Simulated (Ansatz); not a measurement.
A made-up structure of CH$_{2}$BNa, singlet:

```
atom    x (Å)    y (Å)    z (Å)
  C1  -0.5237   0.5372  -0.2992
  B2   0.3839  -0.3936   0.2191
 Na3   1.9502  -2.0006   1.1140
  H4   3.0610  -3.1431   2.2723
  H5  -0.3503   1.6115  -0.2621
```

It is relaxed with PBE-D4/def2-SVP and then PBE0-D4/def2-TZVP (Ansatz 0.2.0). Atoms count as bonded within 1.22 times the sum of their covalent radii (H–H: 0.88 Å). The end point is not checked to be a true minimum.

**Question.** Does its bonding change? (A judgement: the text doesn't fix the answer.)

**Answer.** The calculation gives: Yes. Formed: C1–Na3, B2–H4; broken: Na3–H4.

Where it ends: The first stage lowers the energy by 0.24 eV in 8 steps. It ends as CH₂BNa ([BH]1[CH][Na]1):
```
5
angstrom
C 0.4458 -0.1859 0.2924
B 0.6510 -1.4800 0.5040
Na 2.4223 0.0958 1.5002
H 0.8908 -2.6144 0.7267
H 0.1113 0.7960 0.0208
```

Labels in which every atom is bracketed show which atoms are joined, not bond orders.

For scale, one of the runs: PBE0-D4/def2-TZVP relaxation, 106 basis functions, launched by `ansatz run in.yaml --threads 2 --pin off --events-out ev --progress --plain --max-ram 4352MiB`. The run took about 44 s on 2 CPU threads of an Arm Neoverse V1 (shared host).
